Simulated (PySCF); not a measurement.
Molecule: SMILES C/C=C/CC#[O+], [C$_{5}$H$_{7}$O]+.

Bonds (- single, = double, # triple, : aromatic): C1-C2, C2=C3, C3-C4, C4-C5, C5#O6. C1 carries H7, H8, H9; C2 carries H10; C3 carries H11; C4 carries H12, H13. Formal charges: O6 +1. Stereochemistry as in C/C=C/CC#[O+].

Total charge +1.

Frames of a GFN2-xTB Langevin trajectory at 200 K; GIAO PBE0/pcSseg-1 shieldings in PySCF, gas phase, non-relativistic; equivalent atoms averaged within each frame.

Shifts are taken against calculated references (same method and geometry level): TMS for 13C (σref 186.93), 1H (σref 31.72); H2O for 17O (σref 336.08). The references are static minima.

**Question.** How do the shifts (ppm) fluctuate along the trajectory?

**Answer.** 
```csv
time (fs),C2,C5,C3,C1,C4,O6,H10,H11,H12/H13,H7/H8/H9
250,181.0,168.0,108.3,25.9,20.8,388.2,7.44,6.24,5.44,3.04
425,188.1,161.9,100.6,27.8,20.1,406.6,7.88,6.13,5.56,2.97
625,183.7,168.4,108.1,31.0,16.9,387.6,8.38,6.14,5.15,3.42
800,189.5,163.9,98.0,30.9,14.2,395.0,8.77,5.46,4.49,2.96
1000,195.1,161.8,106.1,30.0,18.1,410.7,7.96,6.07,5.18,3.31
mean of frames,187.5,164.8,104.2,29.1,18.0,397.6,8.09,6.01,5.16,3.14
standard deviation,5.4,3.2,4.7,2.2,2.7,10.6,0.51,0.31,0.41,0.21
```

5 frames give an uncertainty of the mean of about the standard deviation over 2.2 at best, since frames this close in time may not be independent; classical motion lacks zero-point vibration, and the reference would need the same averaging.
